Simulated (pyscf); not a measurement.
Structures and frequencies: ωB97X-D3(BJ)/def2-SVP in PySCF.

Problem. Estimate by transition-state theory the rate constant of H₃C–GaH–CH₃ + HF → CH₄ + H₃C–GaH–F (singlet surface; C–Ga, F–H broken, C–H, F–Ga formed) at 298 K, with ωB97M-D3(BJ)/def2-TZVP energies (ideal gas, 1 atm, RRHO with modes under 100 cm⁻¹ raised to 100, one conformer, R ln 2 for chiral ones without a mode under 150 cm⁻¹; no tunnelling).

Solution. The electronic barrier is 3.4 kcal/mol and the thermal terms add +9.2, so ΔG‡ = 12.6 kcal/mol. With k_BT/h = 6.21e+12 s⁻¹ and RT = 0.592 kcal/mol, and a volume of 4.06e-20 cm³ per molecule at 1 atm, k = 1.4e-16 cm³ molecule⁻¹ s⁻¹. Wigner's tunnelling factor for 1002i cm⁻¹ would be 1.97, likely too low at so high a frequency. A shift of 1 kcal/mol in the barrier changes k by a factor 5.4. On the reactant side the descent ends in a complex, 6.4 kcal/mol under the separated species and 9.4 kcal/mol under the saddle at ωB97X-D3(BJ)/def2-TZVP. One saddle was located; it need not be the lowest between these sides. Elements up to Kr have no core potential and no relativistic terms here.
